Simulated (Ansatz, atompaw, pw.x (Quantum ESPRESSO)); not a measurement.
**beryllium (sc): variants of one PAW (atompaw) potential in the solid**

Be (Z = 4), PAW, made with atompaw 4.2.0.5 (PBEsol, scalar-relativistic). Core [He], reference 2s2 2p0. Waves: 2s (bound): rc 1.60 bohr; 2s channel at 0.55 Ry: rc 3.00 bohr; 2p (bound, empty): rc 3.00 bohr; 2p channel at 0.3 Ry: rc 3.00 bohr; 3d channel at 0.05 Ry: rc 3.00 bohr; 3d channel at 2.45 Ry: rc 3.00 bohr. Local part: troulliermartins scheme with l = 3 at 0 Ry, radius 2.45 bohr. Core correction: smooth core density matched at 2.15 bohr. Augmentation charge: gaussian compensation charge, radius 2.60 bohr; PAW radius 3.00 bohr; waves and projectors: custom rrkj gramschmidtortho.

Crystal test: sc Be in pw.x 7.5, no spin, 15³ k-points, Fermi–Dirac smearing 0.01 Ry, cutoffs set for each file from its atomic test. The reference is all-electron LAPW (Ansatz 0.2.0) with the same functional, mesh and smearing; V0 and B0 come from Birch–Murnaghan fits to the pressures at five volumes. Errors are pseudo minus all-electron; Δ is the rms difference of the E(V) curves that follow from these fits, minima aligned, over ±6 % about the mean V0. Mesh and smearing are coarse, so the numbers serve the comparison and aren't converged zero-temperature values; the lattice is a test structure that the element need not adopt.

All-electron: a0 = 2.166 Å (V0 = 10.16 Å³/atom), B0 = 76.1 GPa.

Base: The largest radius (3.00 bohr) exceeds half the bond length (2.04 bohr), so the spheres overlap, which is one possible source of error among others.

```tsv
change	cutoffs (Ry)	pw.x	a0 (Å)	a0 error (%)	B0 error (%)	Δ (meV/atom)	mean pressure error (GPa)
base	40/400	converged	2.168	+0.12	+3.1	0.6	+0.33
local potential troulliermartins scheme with l = 3 at 0 Ry, radius 2.20 bohr	40/400	converged	2.167	+0.07	+2.6	0.4	+0.22
augmentation besselshape compensation charge, radius 2.60 bohr; PAW radius 3.00 bohr; waves and projectors: custom rrkj gramschmidtortho	40/400	converged	2.167	+0.06	+2.8	0.3	+0.18
wave 3d channel at 0.05 Ry: rc 3.00 bohr becomes 3d channel at 0.03 Ry: rc 3.00 bohr	40/400	converged	2.168	+0.11	+3.1	0.6	+0.33
reference 2s1.75 2p0.25	40/400	converged	2.168	+0.09	+2.9	0.5	+0.27
```

(1) Give the row for: core correction smooth core density matched at 2.26 bohr.

Answers

(1) pw.x: converged; mean pressure error (GPa): +0.32; a0 (Å): 2.168; a0 error (%): +0.11; B0 error (%): +3.1; Δ (meV/atom): 0.6.
